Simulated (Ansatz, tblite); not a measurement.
# The cluster MgZn₂+: rung by rung

Aim: run the doublet of the cluster MgZn₂+ at one geometry on many levels, and compare frontier levels, spin and run time.

Program: Ansatz 0.2.0, Gaussian basis. Level of theory: as each input shows. These are calculated values, not measurements.

The runs, in order: GFN1-xTB, GFN2-xTB, PBE/def2-TZVP, r2SCAN/def2-TZVP, revPBE/def2-TZVP, r2SCANh/def2-TZVP, r2SCAN0/def2-TZVP, LC-ωPBE/def2-TZVP, BHLYP/def2-TZVP, PBE+5HF/def2-TZVP, PBE+10HF/def2-TZVP, PBE+15HF/def2-TZVP, PBE+35HF/def2-TZVP, PBE+50HF/def2-TZVP, PBE/def2-SVP, PBE0/def2-SVP, HF/STO-3G, HF/6-31G, B3LYP/6-31G, CCSD(T)/def2-TZVPP, MP2/def2-TZVP, RPA/def2-TZVP.

## 1. The geometry

The doublet was relaxed beforehand with PBE/def2-TZVP. At that level it is the lowest of the isomers that a small search found.

3 atoms, charge 1, spin multiplicity 2.

Bond lengths: Mg1–Zn2 2.797 Å, Zn2–Zn3 2.668 Å. Angles: Mg1–Zn2–Zn3 179.7°.

The ion is computed in the gas phase, without counter-ions or solvent.

PBE0/def2-TZVP was run before; its log isn't repeated, and its numbers join the tables.

## 2. GFN1-xTB

Tight binding, by tblite at 300 K electronic temperature and without a spin-polarisation term:

```python
tblite.interface.Calculator('GFN1-xTB', numbers, positions, charge=1, uhf=1).singlepoint()
```

Energy -53.8712 eV; 0.001 s.

## 3. GFN2-xTB

Tight binding, by tblite at 300 K electronic temperature and without a spin-polarisation term:

```python
tblite.interface.Calculator('GFN2-xTB', numbers, positions, charge=1, uhf=1).singlepoint()
```

Energy -33.1085 eV; 0.002 s.

## 4. PBE/def2-TZVP

start.molden holds the orbitals of an earlier run on this state, given as this run's starting guess.

in.yaml reads:

```yaml
crystal:
  periodic: [false, false, false]
  atoms:
    - {symbol: Mg, position_ang: [0.401205, 2.714247, 0.240196]}
    - {symbol: Zn, position_ang: [-0.005381, -0.042899, 0.001364]}
    - {symbol: Zn, position_ang: [-0.395834, -2.671348, -0.241560]}
basis:
  gaussian: {orbitals: def2-TZVP, initial_orbitals: start.molden}
total_charge: 1
magnetization: {spin_polarized: true, initial_magnetization: 1}
hamiltonian: {xc: pbe}
scf: {omitted_lower_state_checks: [starts]}
output: {orbitals: {seedname: orbitals}}
```

The run is started by

```bash
ansatz run in.yaml --threads 4 --pin off --events-out ev --progress --plain --max-ram 3916MiB
```

Further steps of the session: r2SCAN/def2-TZVP; revPBE/def2-TZVP; r2SCANh/def2-TZVP; r2SCAN0/def2-TZVP; LC-ωPBE/def2-TZVP; BHLYP/def2-TZVP; PBE+5HF/def2-TZVP; PBE+10HF/def2-TZVP; PBE+15HF/def2-TZVP; PBE+35HF/def2-TZVP; PBE+50HF/def2-TZVP; PBE/def2-SVP; PBE0/def2-SVP; HF/STO-3G; HF/6-31G; B3LYP/6-31G; CCSD(T)/def2-TZVPP; MP2/def2-TZVP; RPA/def2-TZVP.

Before running them: what should the planned runs give, taken together? Wanted: gap in def2-TZVP, named functionals, smallest and largest; gap over the share of exact exchange; correlation energy, CCSD(T)/def2-TZVPP; correlation energy, MP2/def2-TZVP; ⟨S²⟩ in def2-TZVP, named functionals, smallest and largest; PBE0 total energy, smallest basis above largest.

The runs gave:

| quantity | value |
| --- | --- |
| gap in def2-TZVP, named functionals, smallest and largest | 0.71 eV (PBE), 5.91 eV (LC-ωPBE) |
| gap over the share of exact exchange | 0.97 eV at 0.05, 3.40 eV at 0.5 |
| correlation energy, CCSD(T)/def2-TZVPP | -29.91 eV |
| correlation energy, MP2/def2-TZVP | -26.45 eV |
| ⟨S²⟩ in def2-TZVP, named functionals, smallest and largest | 0.758, 0.876 |
| PBE0 total energy, smallest basis above largest | 15.96 eV (def2-SVP, def2-TZVP) |

Over the named functionals in def2-TZVP the gap runs from 0.71 eV (PBE) to 5.91 eV (LC-ωPBE); exact exchange widens it. Raising the share of exact exchange from 0.05 to 0.5 moves the HOMO by -0.94 eV and the LUMO by +1.49 eV. Over the named functionals in def2-TZVP spin contamination reaches 0.13 (LC-ωPBE). Notes on CCSD(T)/def2-TZVPP: spin contamination.
